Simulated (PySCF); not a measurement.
**CO: changing the method**

Starting from one script, swap the method and compare what comes out for CO.

Method: method and basis as typed in the scripts; program: PySCF 2.14.0.

2 further runs of the same task are left out: 2 that didn't finish.

## Step 1: The system as given

CO: 2 atoms, charge 0, spin multiplicity 1.

Bond lengths: C1–O2 1.179 Å.

## Step 2: Base script

input.py reads:

```python
from pyscf import gto, scf

mol = gto.M(
    atom='C 0 0 0; O 0 0 1.179',
    basis='6-311++g**',
    charge=0,
    spin=0,
    verbose=4,
)
mf = scf.RHF(mol)
mf.kernel()
mf.analyze()
print('orbital energies (hartree):', mf.mo_energy[..., max(0, mol.nelec[1]-3):mol.nelec[0]+3].round(4))
```

On the command line:

```bash
$ OMP_NUM_THREADS=1 python input.py
```

## Step 3: Pbe (RKS)

Variant 1 changes functional: none (Hartree–Fock) → pbe; SCF type: RHF → RKS.

Changes to input.py since step 2:

```diff
@@ -1,2 +1,2 @@
-from pyscf import gto, scf
+from pyscf import gto, dft
 
@@ -9,3 +9,3 @@
 )
-mf = scf.RHF(mol)
+mf = dft.RKS(mol, xc='pbe')
 mf.kernel()
```

## Step 4: Pw91 (RKS)

Variant 2 changes functional: none (Hartree–Fock) → pw91; SCF type: RHF → RKS.

Changes to input.py since step 2:

```diff
@@ -1,2 +1,2 @@
-from pyscf import gto, scf
+from pyscf import gto, dft
 
@@ -9,3 +9,3 @@
 )
-mf = scf.RHF(mol)
+mf = dft.RKS(mol, xc='pw91')
 mf.kernel()
```

## Step 5: Pw6b95 (RKS)

Variant 3 changes functional: none (Hartree–Fock) → pw6b95; SCF type: RHF → RKS.

Changes to input.py since step 2:

```diff
@@ -1,2 +1,2 @@
-from pyscf import gto, scf
+from pyscf import gto, dft
 
@@ -9,3 +9,3 @@
 )
-mf = scf.RHF(mol)
+mf = dft.RKS(mol, xc='pw6b95')
 mf.kernel()
```

## Step 6: MP2

Variant 4 changes step after the SCF: analyze → mp2; frozen orbitals: none → 2.

input.py reads:

```python
from pyscf import gto, scf, mp

mol = gto.M(
    atom='C 0 0 0; O 0 0 1.179',
    basis='6-311++g**',
    charge=0,
    spin=0,
    verbose=4,
)
mf = scf.RHF(mol)
mf.kernel()
mp.MP2(mf, frozen=2).kernel()
mf.dip_moment()
print('orbital energies (hartree):', mf.mo_energy[..., max(0, mol.nelec[1]-3):mol.nelec[0]+3].round(4))
```

## Step 7: Olyp (RKS)

Variant 5 changes functional: none (Hartree–Fock) → olyp; SCF type: RHF → RKS.

Changes to input.py since step 2:

```diff
@@ -1,2 +1,2 @@
-from pyscf import gto, scf
+from pyscf import gto, dft
 
@@ -9,3 +9,3 @@
 )
-mf = scf.RHF(mol)
+mf = dft.RKS(mol, xc='olyp')
 mf.kernel()
```

What does the calculation give? Wanted: for each run, E(SCF); from base; gap; SCF dipole; after the SCF.

The runs gave:

```
         run  E(SCF) (hartree)  from base (eV)  cycles  gap (eV)  SCF dipole (D)                           after the SCF
        base       -112.758357               0       8     17.40            0.57                                     n/a
   pbe (RKS)       -113.218460  not comparable       8      6.66            0.03                                     n/a
  pw91 (RKS)       -113.304633  not comparable       8      6.66            0.02                                     n/a
pw6b95 (RKS)       -113.474383  not comparable       8      9.85            0.16                                     n/a
         MP2       -112.758357          0.0000       8     17.40            0.57  MP2 correlation -8.623 eV, core frozen
  olyp (RKS)       -113.319108  not comparable       8      6.74            0.01                                     n/a
```

In words: The gap between the frontier levels is 6.7 eV with pbe (0 % exact exchange) and 9.9 eV with pw6b95 (28 %): exact exchange opens it. Total energies of different functionals can't be compared with each other; differences within one functional can.
